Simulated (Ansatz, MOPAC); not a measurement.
## Band gap of fluorite CdF2: levels of theory against measurement

Reference value: 7.8 eV (measured, temperature not stated, not corrected to a static lattice, indirect W–Γ; as tabulated in Cappellini et al. (2013), arXiv:1302.2571).

| level (code) | value (eV) | cell (Å³/atom) | difference (eV) |
|---|---|---|---|
| PM7 semi-empirical Hartree-Fock (MOPAC) | 9.24 | 12.71 | +1.44 |
| LDA+SOC (Ansatz) | 2.81 (indirect) | 13.03 | -4.99 |
| PBE (Ansatz) | 3.10 | 13.03 | -4.70 |
| PBE-D4 (Ansatz) | 2.99 | 13.46 | -4.81 |
| r²SCAN+SOC (Ansatz) | 3.79 (indirect) | 13.03 | -4.01 |
| B3LYP (VWN-RPA form) (Ansatz) | 5.24 | 13.57 | -2.56 |
| Hartree–Fock (Ansatz) | 15.13 | 13.51 | +7.33 |

Leaving aside PM7 semi-empirical Hartree-Fock (MOPAC) (doubt noted below): All these levels miss by at least 2.56 eV, so none is called best. No level tried lands within 1 eV. Even the nearest is off by 2.56 eV.

Density-functional gaps are differences of (generalised) Kohn–Sham levels of a static lattice; semilocal ones lie below quasiparticle gaps as a rule. Measured gaps hold zero-point and thermal shifts unless a correction is named. Levels without +SOC have no spin–orbit coupling; where heavier elements are present it shifts gaps, mostly down, and can invert bands.  PM7 semi-empirical Hartree-Fock (MOPAC), PBE-D4: the gap is read on the k mesh or supercell of the run alone and can be too large. PM7 semi-empirical Hartree-Fock (MOPAC): the method was fitted mainly to molecules. PM7 semi-empirical Hartree-Fock (MOPAC): gaps of these semi-empirical methods are Hartree–Fock-like level differences, and their formation enthalpies are fitted 298 K values. Values are at the level's own equilibrium cell; LDA+SOC at the measured cell; PBE at the measured cell; r²SCAN+SOC at the measured cell. Cutoffs and k meshes differ between the levels. Ansatz's density-functional and Hartree–Fock values are scalar-relativistic unless marked +SOC, with PAW data made under PBE.

Differences are worked out from the printed values.

Ansatz is a quantum-chemistry and plane-wave program.
